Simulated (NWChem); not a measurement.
System: CH2 cation, doublet

NWChem input:

```
start job
memory heap 200 mb stack 900 mb global 1100 mb
charge 1
geometry units angstroms noautosym nocenter noautoz
  C     -0.093706    -0.017169     0.000000
  H      0.265847     0.048710    -1.035808
  H      0.265847     0.048710     1.035808
end
basis spherical
  * library def2-svp
end
dft
  odft
  mult 2
  xc b3lyp
  iterations 150
  mulliken
end
task dft energy
esp
  recalculate
  probe 0.07
  range 0.3
  factor 1.0
  spacing 0.02
end
task esp
```

The geometry was optimised at PBE0-D3(BJ)/def2-TZVP, spin-unrestricted. No stability test was run on the SCF state. B3LYP is NWChem's, with the RPA form of VWN correlation.

Atomic charges in e: unrestrained fits to the electrostatic potential beside Mulliken populations; the two definitions need not agree.

Atoms are numbered as in the input.

Task: Predict the main results of this run. (B3LYP/def2-SVP, spin-unrestricted.) Quantities: ESP C1; Mulliken C1; relative RMS misfit of the potential (%).

Result: 
```
Property                                  Value
----------------------------------------  -----
ESP C1                                     0.49
Mulliken C1                                0.48
relative RMS misfit of the potential (%)      3
```
